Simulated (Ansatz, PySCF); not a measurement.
This Ansatz (a quantum-chemistry and plane-wave program) input computes a PBE/def2-TZVPD energy:

Ansatz 0.2 input:
```yaml
crystal:
  periodic: [false, false, false]
  atoms:
    - {symbol: C, position_ang: [-0.00031565, -0.01876434, 0.11346103]}
    - {symbol: C, position_ang: [-0.00366586, -0.21792541, 1.31771454]}
    - {symbol: C, position_ang: [0.00342830, 0.20380299, -1.23232147]}
    - {symbol: H, position_ang: [-0.00658048, -0.39119133, 2.36538959]}
    - {symbol: H, position_ang: [0.93286994, 0.33015230, -1.77073907]}
    - {symbol: H, position_ang: [-0.92297020, 0.25835959, -1.78777517]}
basis:
  gaussian:
    orbitals: def2-TZVPD
hamiltonian:
  xc: {name: PBE}
magnetization: {spin_polarized: true, initial_magnetization: 1}
output: {forces: true}
```

### Question
Write an input for the same energy in PySCF and say what it gives.

### Answer

```python
from pyscf import gto, scf, dft

mol = gto.M(
    atom='''
    C    -0.00031565   -0.01876434    0.11346103
    C    -0.00366586   -0.21792541    1.31771454
    C     0.00342830    0.20380299   -1.23232147
    H    -0.00658048   -0.39119133    2.36538959
    H     0.93286994    0.33015230   -1.77073907
    H    -0.92297020    0.25835959   -1.78777517
    ''',
    basis='def2-tzvpd',
    charge=0,
    spin=1,
    verbose=4,
)

mf = dft.UKS(mol, xc='pbe').density_fit(auxbasis='def2-universal-jkfit')
mf.grids.level = 3
mf.conv_tol = 1e-9
mf.max_cycle = 100
mf.max_memory = 1500
mf.kernel()
if not mf.converged:
    mf = mf.newton()
    mf.kernel(mf.make_rdm1())
for _ in range(2):
    mo, _, stable, _ = mf.stability(return_status=True)
    if stable:
        break
    mf.kernel(mf.make_rdm1(mo, mf.mo_occ))
mf.analyze()
```
It gives -115.88744 Eh, and Ansatz -115.88742 Eh, a difference of 0.02 mEh, from the treatment of integrals and grids.

It need not be the lowest isomer of its formula.
